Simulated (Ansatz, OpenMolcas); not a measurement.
**How methods differ on C2H3FO (SMILES CC(=O)F)**

The species is C2H3FO (7 atoms), meant as a singlet with charge 0. SMILES: `CC(=O)F`. The coordinates come from a PBE0-D4/def2-TZVP relaxation.

```xyz
7

C     0.4853    0.0150    0.4436
C    -0.6949   -0.0343   -0.4606
O    -1.8354   -0.1657   -0.1918
F    -0.3107    0.0976   -1.7494
H     0.1653   -0.0919    1.4767
H     1.1806   -0.7831    0.1768
H     1.0097    0.9624    0.3046
```

Quantity: the atomisation enthalpy at 298 K, in kJ/mol. The values are calculated. The thermal term (zero-point and 298 K enthalpy, harmonic and unscaled) is that of PBE0-D4/def2-TZVP; the spin-orbit lowering of the free atoms at 298 K, 1.7 kJ/mol by their spectra, is taken off.

**The experiment to reproduce.** CRC Handbook of Chemistry and Physics gives the atomisation enthalpy at 298 K of the gas as 2858 kJ/mol.

```
             level             kind     program  value (kJ/mol)  computed − measured  CPU time (all runs)
    HF/aug-cc-pVDZ     Hartree–Fock  OpenMolcas            1952                 -906                 25 s
   PBE/aug-cc-pVDZ              GGA  OpenMolcas            2917                  +59                 72 s
revPBE/aug-cc-pVDZ              GGA  OpenMolcas            2801                  -57                 72 s
 M06-L/aug-cc-pVDZ         meta-GGA  OpenMolcas            2819                  -39                2 min
  TPSS/aug-cc-pVDZ         meta-GGA  OpenMolcas            2822                  -36                 94 s
 B3LYP/aug-cc-pVDZ    global hybrid  OpenMolcas            2792                  -66                 66 s
 BHLYP/aug-cc-pVDZ    global hybrid  OpenMolcas            2665                 -193                 65 s
M06-2X/aug-cc-pVDZ  hybrid meta-GGA  OpenMolcas            2813                  -45                 88 s
```

Nearest: TPSS/aug-cc-pVDZ (-36 kJ/mol); farthest: HF/aug-cc-pVDZ (-906 kJ/mol). Computed less measured by kind, in kJ/mol (aug-cc-pVDZ rows): Hartree–Fock -906; GGA -57 to +59; meta-GGA -39 to -36; global hybrid -193 to -45. CPU times are rough (shared hosts, several kinds of processor): they show what a rung costs within a factor of a few.
